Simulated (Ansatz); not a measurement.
C$_{3}$H$_{5}$F$_{2}$, SMILES `[CH2]CC(F)F` radical, relaxed with UKS PBE0-D4/def2-TZVP in the Gaussian-basis code of Ansatz from a PBE-D4/def2-SVP geometry. The force threshold is 0.005 eV/Å; the program also tests the step.

Charge 0, multiplicity 2.

Start:

```xyz
10

C     0.702    1.212   -0.333
C     0.003    0.232    0.540
C    -0.382   -1.057   -0.172
F    -1.218   -0.778   -1.223
F    -1.052   -1.883    0.688
H     1.399    1.949    0.091
H     0.398    1.319   -1.386
H    -0.957    0.650    0.940
H     0.609   -0.032    1.433
H     0.498   -1.612   -0.576
```

```tsv
step	energy (eV)	largest force (eV/Å)	largest move (Å)
1	-8619.3870	0.485	0.000
2	-8619.4263	0.165	0.026
3	-8619.4301	0.023	0.013
4	-8619.4302	0.013	0.005
5	-8619.4303	0.005	0.013
6	-8619.4303	0.007	0.019
7	-8619.4303	0.003	0.004
```

End:

```xyz
10

C     0.690    1.204   -0.332
C    -0.012    0.237    0.541
C    -0.370   -1.045   -0.169
F    -1.207   -0.790   -1.210
F    -1.029   -1.877    0.679
H     1.422    1.886    0.078
H     0.378    1.339   -1.359
H    -0.959    0.651    0.923
H     0.590   -0.022    1.416
H     0.497   -1.584   -0.566
```

Run time 22 s (4 threads of an AMD EPYC 7B13 on a shared host); peak host memory 0.5 GiB.
